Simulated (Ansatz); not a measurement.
# C₄H₄F₂: one species, many methods

How much do the methods differ for C₄H₄F₂? The plan is to run it at one geometry with functionals of several rungs and with coupled cluster, and see how far each lands from CCSD(T) at the basis-set limit for the atomisation energy.

Method: functionals in def2-TZVPP, the program's frozen cores in correlated methods; program: Ansatz 0.2.0, Gaussian basis.

Plan: LDA (SPW92), PBE-D4, revPBE-D4, BLYP-D4, r2SCAN-D4, B97M-V, PBE0-D4, B3LYP-D4, r2SCANh-D4, r2SCAN0-D4, HSE06-D4, BHLYP-D4, CAM-B3LYP-D4, LC-ωPBE, ωB97X-V, ωB97M-V, B2PLYP, PBE-QIDH; CCSD(T)/def2-SVP; CCSD(T)/def2-TZVPP; MP2/def2-QZVPP; extrapolation to the limit; RPA on PBE.

### 1 Structure used throughout

An earlier PBE0-D4 in a triple-zeta def2 set relaxation fixed the geometry.

SMILES `C=C(F)/C=C/F`, 10 atoms, charge 0, spin multiplicity 1.

Atoms are counted from 1 here; the program's logs count them from 0.

Bond lengths: C1–C2 1.327 Å, C1–H7 1.080 Å, C1–H8 1.081 Å, C2–F3 1.345 Å, C2–C4 1.444 Å, C4–C5 1.326 Å, C4–H9 1.083 Å, C5–F6 1.331 Å, C5–H10 1.083 Å. Angles: C2–C1–H7 119.8°, C2–C1–H8 120.9°, H7–C1–H8 119.3°, C1–C2–F3 119.3°, C1–C2–C4 126.7°, F3–C2–C4 114.0°, C2–C4–C5 122.8°, C2–C4–H9 117.5°, C5–C4–H9 119.8°, C4–C5–F6 121.3°, C4–C5–H10 125.6°, F6–C5–H10 113.1°.

### 2 LDA

This LDA is Slater exchange with PW92 correlation.

in.yaml

```yaml
crystal:
  periodic: [false, false, false]
  atoms:
    - {symbol: C, position_ang: [0.239977, -1.812289, 0.472669]}
    - {symbol: C, position_ang: [-0.295397, -0.655185, 0.105138]}
    - {symbol: F, position_ang: [-1.617639, -0.586964, -0.132918]}
    - {symbol: C, position_ang: [0.398944, 0.597194, -0.078877]}
    - {symbol: C, position_ang: [-0.216938, 1.711863, -0.449292]}
    - {symbol: F, position_ang: [0.452961, 2.850683, -0.610086]}
    - {symbol: H, position_ang: [1.301014, -1.876139, 0.666114]}
    - {symbol: H, position_ang: [-0.371230, -2.697077, 0.582425]}
    - {symbol: H, position_ang: [1.467574, 0.606653, 0.097923]}
    - {symbol: H, position_ang: [-1.276166, 1.809960, -0.650396]}
basis:
  gaussian: {orbitals: def2-TZVPP}
hamiltonian: {xc: lda}
output: {orbitals: {seedname: orbitals}}
```

Run with:

```console
$ ansatz run in.yaml --threads 4 --pin off --events-out ev --progress --plain --max-ram 10444MiB
```

The runs that follow: PBE-D4 (GGA); revPBE-D4 (GGA); BLYP-D4 (GGA); r2SCAN-D4 (meta-GGA); B97M-V (meta-GGA); PBE0-D4 (hybrid); B3LYP-D4 (hybrid); r2SCANh-D4 (hybrid); r2SCAN0-D4 (hybrid); HSE06-D4 (hybrid); BHLYP-D4 (hybrid); CAM-B3LYP-D4 (range-separated); LC-ωPBE (range-separated); ωB97X-V (range-separated); ωB97M-V (range-separated); B2PLYP (double hybrid); PBE-QIDH (double hybrid); CCSD(T) in def2-SVP; CCSD(T) in def2-TZVPP; MP2 in def2-QZVPP; RPA on PBE orbitals.

**Question.** What will the summary of the whole plan be? Wanted: atomisation energy, CCSD(T)/CBS; farthest beyond LDA; mean size of error, GGA; mean size of error, meta-GGA; mean size of error, hybrid; mean size of error, range-separated; mean size of error, double hybrid; gap, smallest and largest; T1 diagnostic.

**Answer**, as computed:

| quantity | value |
| --- | --- |
| atomisation energy, CCSD(T)/CBS | 4303.1 kJ/mol |
| functionals within 21.5 kJ/mol (0.5 %) | B3LYP-D4, r2SCANh-D4, ωB97X-V, B2PLYP, PBE-QIDH |
| farthest beyond LDA | PBE-D4 (+193.4 kJ/mol) |
| mean size of error, GGA | 99.1 kJ/mol |
| mean size of error, meta-GGA | 37.5 kJ/mol |
| mean size of error, hybrid | 62.0 kJ/mol |
| mean size of error, range-separated | 24.9 kJ/mol |
| mean size of error, double hybrid | 11.8 kJ/mol |
| gap, smallest and largest | 3.92 eV (LDA (SPW92)), 10.74 eV (LC-ωPBE) |
| T1 diagnostic | 0.0125 |
| triples share of the correlation energy | 3.9 % |

**Reading.** The LDA atomisation energy is off by 773.7 kJ/mol (18 %): it overbinds. PBE-D4 is off by +193.4 kJ/mol. Double hybrids carry the basis error of their MP2 part in triple zeta, and no dispersion term here, so their miss is partly the set-up's. Taken by rung, double hybrid functionals do best (11.8 kJ/mol on average) and GGA ones worst beyond LDA (99.1 kJ/mol). Misses under about 21.5 kJ/mol are within the doubt on the reference itself, which lacks core-valence correlation, relativity and higher excitations. Hartree-Fock recovers 72 % of the binding; the rest is correlation. CCSD(T) in def2-SVP is off by -173.0 kJ/mol, which most functionals beat. Orbital gaps span 3.9 to 10.7 eV; exact exchange widens them. The restricted reference is unstable towards a spin-broken one.
